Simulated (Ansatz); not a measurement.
Two isomers of C3H4O: A = `C#CCO`, B = `C=C1CO1`.

Gas-phase electronic energies from Ansatz, PBE0-D4/def2-TZVP geometries. CCSD(T)/CBS is the MP2 limit (def2-TZVPP, def2-QZVPP) plus CCSD(T) − MP2 in def2-TZVPP, frozen cores. This one scheme is used for every species. Functionals use def2-TZVPP. B3LYP here is the variant with VWN-RPA as its local correlation; programs differ in this. Each species was taken in one conformer, which may not be the lowest.

A:

```xyz
8

C    -0.5196    1.0240   -1.4782
C    -0.3143    0.4679   -0.4345
C    -0.0193   -0.2142    0.8200
O     0.5870   -1.4751    0.6427
H    -0.7141    1.5146   -2.4027
H     0.5997    0.4449    1.4444
H    -0.9484   -0.3947    1.3666
H     1.3291   -1.3674    0.0416
```

B:

Z-matrix (Å, degrees):
```
C
C 1 1.429
O 1 1.464 2 55.4
H 1 1.086 2 120.2 3 100.1
H 1 1.086 2 120.2 3 -100.2
C 2 1.314 1 156.7 3 -180.0
H 6 1.082 2 120.9 1 180.0
H 6 1.080 2 119.8 1 -0.0
```

Problem. Which is lower in electronic energy at CCSD(T)/CBS, and by how much? (An estimate is asked.)

Solution. Computed: A, by 3.5 kcal/mol.

Problem. Give E(B) − E(A) in kcal/mol with MP2/def2-TZVPP, B3LYP-D4, PBE0-D4, ωB97M-V, LDA (SPW92), CCSD(T)/def2-TZVPP, CCSD/def2-TZVPP. (An estimate is asked.)

Solution. The calculation gave: MP2/def2-TZVPP 3.8, B3LYP-D4 0.4, PBE0-D4 -3.7, ωB97M-V 0.3, LDA (SPW92) -6.9, CCSD(T)/def2-TZVPP 2.8, CCSD/def2-TZVPP 3.5. The order is the other way round with PBE0-D4, LDA (SPW92).

Problem. Does the order hold for the free energy at 298.15 K (harmonic terms from PBE0-D4)? (Best estimate.)

Solution. Ansatz gave: Yes: G(B) − G(A) = +4.4 kcal/mol, for one conformer each.

Largest T1 diagnostic: 0.013.

In def2-TZVPP, CCSD(T) changes the Hartree–Fock value by −3.6 kcal/mol (the triples alone add −0.8 kcal/mol) and MP2 by −2.5 kcal/mol. Leaving LDA and LC-ωPBE aside and taking each functional with its dispersion term where it has one, the values, not all of them listed here, spread over 7.6 kcal/mol, from revPBE-D4 to B2PLYP. LDA lies −1.8 kcal/mol from PBE without D4.
